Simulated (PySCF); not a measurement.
Stepwise substitution at one centre (Al H-F). Isolated molecules, 0 K electronic values unless said otherwise. Strings in code marks are SMILES.

The HOMO–LUMO gap from two functionals at the same geometries (CAM-B3LYP-D3(BJ)/def2-TZVP), both in PySCF: PBE-D3(BJ)/def2-TZVP and TPSSh-D3(BJ)/def2-TZVP. 

```json
[
 {"species": "0 of 3 H replaced by F (`[AlH3]`)", "TPSSh-D3(BJ)/def2-TZVP (eV)": "6.05"},
 {"species": "1 of 3 H replaced by F (`[F][AlH2]`)", "TPSSh-D3(BJ)/def2-TZVP (eV)": "6.61"},
 {"species": "2 of 3 H replaced by F", "TPSSh-D3(BJ)/def2-TZVP (eV)": "8.32"},
 {"species": "3 of 3 H replaced by F (`[F][Al]([F])[F]`)", "TPSSh-D3(BJ)/def2-TZVP (eV)": "8.82"}
]
```

Problem. What does PBE-D3(BJ)/def2-TZVP give for each?

Solution. 
- 0 of 3 H replaced by F (`[AlH3]`): 4.79
- 1 of 3 H replaced by F (`[F][AlH2]`): 5.33
- 2 of 3 H replaced by F: 7.03
- 3 of 3 H replaced by F (`[F][Al]([F])[F]`): 7.25
Over these rows, drawn at random from the members with no instability flagged (it was tested for open shells, ions and some series alone), PBE minus TPSSh-D3(BJ): mean -1.35 eV, from -1.57 eV to -1.26 eV.
